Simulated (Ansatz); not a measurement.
# NO+ (nitrosonium) at PBE-QIDH/aug-cc-pVTZ

Aim: the energy change on altering one bond length of NO+ (nitrosonium) at PBE-QIDH/aug-cc-pVTZ, from 2 runs. 

The calculation is run with Ansatz 0.2.0.

1 further run of the same task is left out (set aside as unsound or not needed).

## 1. Starting point

NO+: 2 atoms, total charge +1, spin state singlet. SMILES: `N#[O+]`. The bond length is the measured one.

Bond lengths: N1–O2 1.063 Å.

## 2. A single-point energy at PBE-QIDH/aug-cc-pVTZ

molecule.yaml

```yaml
basis:
  gaussian: {orbitals: aug-cc-pVTZ}
crystal:
  periodic: [false, false, false]
  atoms:
    - {symbol: N, position_ang: [0.000000, 0.000000, 0.000000]}
    - {symbol: O, position_ang: [0.000000, 0.000000, 1.063220]}
total_charge: 1
hamiltonian: {xc: {name: PBE-QIDH}}
correlation: {frozen_orbitals: {"N": 1, O: 1}}
accuracy: high
output: {orbitals: {seedname: orbitals}}
```

Started as:

```
$ ansatz run molecule.yaml --threads 1 --pin off --max-ram 3480MiB --events-out events.jsonl --progress --plain --runs-dir runs
```

The program printed:

```text
Warning: RAYON_NUM_THREADS=1 ignored (pool sized by the plan → 1); use --threads N
Functional definition: PBE-QIDH
  name "PBE-QIDH"
  parameter a = 3^(-1/3)
  parameter c = 1/3
  exchange = (1 - a)*pbe_x + a*exact_x
  correlation = (1 - c)*pbe_c + c*(mp2_os + mp2_ss)
1267 factors; integrals over basis functions are off by at most 2.7e-9 eV
mean field evaluation 1: about -3515.5828 eV, gradient 4.2e1 eV
mean field evaluation 2: about -3515.5820 eV, gradient 4.2e1 eV
mean field evaluation 4: about -3517.8908 eV, gradient 5.0e0 eV
mean field evaluation 8: about -3517.9327 eV, gradient 9.0e-3 eV
mean field evaluation 16: about -3517.9327 eV, gradient 2.3e-7 eV
mean field -3517.93272685 eV, -129.2816431711 hartree, gradient 1.1e-8 eV, S^2 0.000000; 0 other end points of the search recorded, 0 dependent functions left out
2 core orbitals not correlated: weight in the atoms' cores, before any rotation towards them, 1.000 or more for the frozen orbitals, at most 0.000 for the correlated occupied ones
reference -3517.93272779 eV, -129.2816432057 hartree; 5, 5 occupied and 85, 85 virtual orbitals, 1267 factors
second order -12.74524146 eV of doubles, -0.00000000 eV of singles
Total energy: -3522.18114161 eV, -129.4377695339 hartree
```

It took 2.2 s on 1 thread of Arm Neoverse V2, shared host; peak memory 0.16 GiB.

## 3. The distorted shape

job.yaml

```yaml
crystal:
  periodic: [false, false, false]
  atoms:
    - symbol: "N"
      position_ang: [0.000000, 0.000000, -0.159480]
    - symbol: O
      position_ang: [0.000000, 0.000000, 1.063220]
basis:
  gaussian: {orbitals: aug-cc-pVTZ}
total_charge: 1
hamiltonian: {xc: {name: PBE-QIDH}}
correlation: {frozen_orbitals: {"N": 1, O: 1}}
accuracy: high
output: {orbitals: {seedname: orbitals}}
```

Started as:

```
$ ansatz run job.yaml --threads 1 --pin off --max-ram 3480MiB --events-out events.jsonl --progress --plain --runs-dir runs
```

The program printed:

```text
Warning: RAYON_NUM_THREADS=1 ignored (pool sized by the plan → 1); use --threads N
[... 6 set-up lines as earlier in the session ...]
1266 factors; integrals over basis functions are off by at most 3.0e-9 eV
mean field evaluation 1: about -3510.7454 eV, gradient 5.6e1 eV
mean field evaluation 2: about -3510.7454 eV, gradient 5.6e1 eV
mean field evaluation 4: about -3515.6074 eV, gradient 4.5e0 eV
mean field evaluation 8: about -3515.6454 eV, gradient 1.6e-2 eV
mean field evaluation 16: about -3515.6454 eV, gradient 8.7e-7 eV
mean field -3515.64535635 eV, -129.1975838560 hartree, gradient 3.8e-8 eV, S^2 0.000000; 0 other end points of the search recorded, 0 dependent functions left out; unrestricted orbitals would lower it
2 core orbitals not correlated: weight in the atoms' cores, before any rotation towards them, 1.000 or more for the frozen orbitals, at most 0.000 for the correlated occupied ones
reference -3515.64535713 eV, -129.1975838845 hartree; 5, 5 occupied and 85, 85 virtual orbitals, 1266 factors
second order -15.21326875 eV of doubles, -0.00000000 eV of singles
Total energy: -3520.71644671 eV, -129.3839429893 hartree
```

Run time: 2.2 s. Hardware: 1 thread of Arm Neoverse V2, shared host; peak memory 0.16 GiB.

## 4. Outcome

At PBE-QIDH/aug-cc-pVTZ, 2 core orbitals frozen:

```
                                                         quantity          value
                                        first shape: total energy  -129.43777 Eh
                   first shape: HOMO energy (SCF part's orbitals)      -28.91 eV
                   first shape: LUMO energy (SCF part's orbitals)      -10.04 eV
                 first shape: HOMO–LUMO gap (SCF part's orbitals)       18.87 eV
                                    distorted shape: total energy  -129.38394 Eh
               distorted shape: HOMO energy (SCF part's orbitals)      -27.54 eV
               distorted shape: LUMO energy (SCF part's orbitals)      -11.96 eV
             distorted shape: HOMO–LUMO gap (SCF part's orbitals)       15.58 eV
energy change with the N1–O2 bond stretched from 1.063 to 1.223 Å       1.465 eV
```

With the N1–O2 bond stretched from 1.063 to 1.223 Å the energy rises by 1.46 eV (34 kcal/mol). The first shape isn't relaxed at this level, so the change isn't measured from a minimum. The restricted solution (distorted shape) is unstable to spin breaking: an unrestricted one lies lower.
